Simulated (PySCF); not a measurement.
Simulated C 1s region for `C1C=C1` (cyclopropene), binding energy against the vacuum level.

Every computed line was given a Gaussian of 0.5 eV full width at half maximum and an area set by the number of equivalent atoms; the highest printed point is 100. Theory: PySCF 2.14.0, delta-SCF UKS SCAN, pcX-2 on the ionised atom, pcseg-1 elsewhere, spin-free X2C.

(binding energy (eV), intensity): (290.2, 0), (290.3, 2), (290.4, 6), (290.5, 17), (290.6, 36), (290.7, 63), (290.8, 88), (290.9, 100), (291.0, 92), (291.1, 68), (291.2, 41), (291.3, 20), (291.4, 8), (291.5, 3), (291.6, 1), (291.7, 0)

Count the maxima, the lines and the sites behind this envelope.

The curve has 1 maximum (at 290.9 eV). Under it lie 2 lines from 2 inequivalent carbon sites. At this width some lines have no maximum of their own.

Decompose the envelope and assign each component. Numbering: `[CH:1]1=[CH:2][CH2:3]1`.

```csv
position (eV),relative area,line,atoms,environment
290.88,2,C 1s,C1/C2,alkene CH carbon
290.97,1,C 1s,C3,allylic carbon
```

What are the centre and the root-mean-square width of the whole band?

The area-weighted mean of the lines is 290.91 eV. Their own spread about it is 0.04 eV (rms) and each Gaussian has σ = 0.5/2.355 = 0.21 eV; the variances add, which gives 0.22 eV.

The 2 C 1s values lie within 0.09 eV of each other; Gaussian lines of 0.5 eV full width would blend them into one maximum.

No satellites, vibrations or lifetime broadening are included. Atoms equivalent by their bonding share one computed value, that of the first of them. Isolated species at its GFN2-xTB geometry, gas phase.
